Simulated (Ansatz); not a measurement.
# Worked example: correlation energy of F–Al–GaH, triplet

Geometry: a PBE0/def2-TZVP stationary point for this spin, not checked as a minimum.

```xyz
4

F     0.0000   -0.3153    2.6637
Al    0.0000    0.4048    1.1780
Ga    0.0000   -0.0787   -1.1444
H     0.0000    0.5494   -2.5805
```

Basis cc-pVDZ; Ansatz 0.2.0. Correlated methods freeze the noble-gas cores and the filled d shells of p-block atoms, which leaves 14 electrons in 44 orbitals. R marks a restricted (for open shells ROHF) determinant, U an unrestricted one. No spin–orbit coupling is included, and no scalar relativity.

Full CI isn't at hand for all of this; UCCSDT(Q) serves as the reference, and is uncertain by the last step of the cluster series or more.

UCCSD has a T1 diagnostic of 0.024 and a largest doubles amplitude of 0.07.

Runs differ by some tens of microhartree through their thresholds and, for an open shell, their frozen cores, so steps under 0.03 kcal/mol mean nothing.

Here the R and U totals at CCSDT(Q) differ by 0.19 kcal/mol, a measure of how far such totals hang on the determinant and its frozen core.

```csv
level,total energy (hartree)
UHF,-2265.173013
UMP2,-2265.451064
UCCSD,-2265.475173
UCCSD(T),-2265.482018
UCCSDT,-2265.483327
UCCSDT(Q),-2265.484052
```

Task: What is the correlation energy at UCCSDT(Q), and what share of it do UMP2 and UCCSDT recover?

Result: E(corr) = -2265.484052 − (-2265.173013) = -0.311039 hartree = -8.464 eV. UMP2: -0.278051 / -0.311039 = 89.39 %. UCCSDT: -0.310314 / -0.311039 = 99.77 %.

Task: By how many kcal/mol does UCCSD(T) miss UCCSDT(Q) (1 hartree = 627.509 kcal/mol), and which steps make up the rest?

Result: -2265.482018 − (-2265.484052) = 0.002034 hartree = 1.28 kcal/mol. Steps: UCCSDT − UCCSD(T) = -0.82, UCCSDT(Q) − UCCSDT = -0.45 kcal/mol. Differences between like states or geometries often cancel part of this.
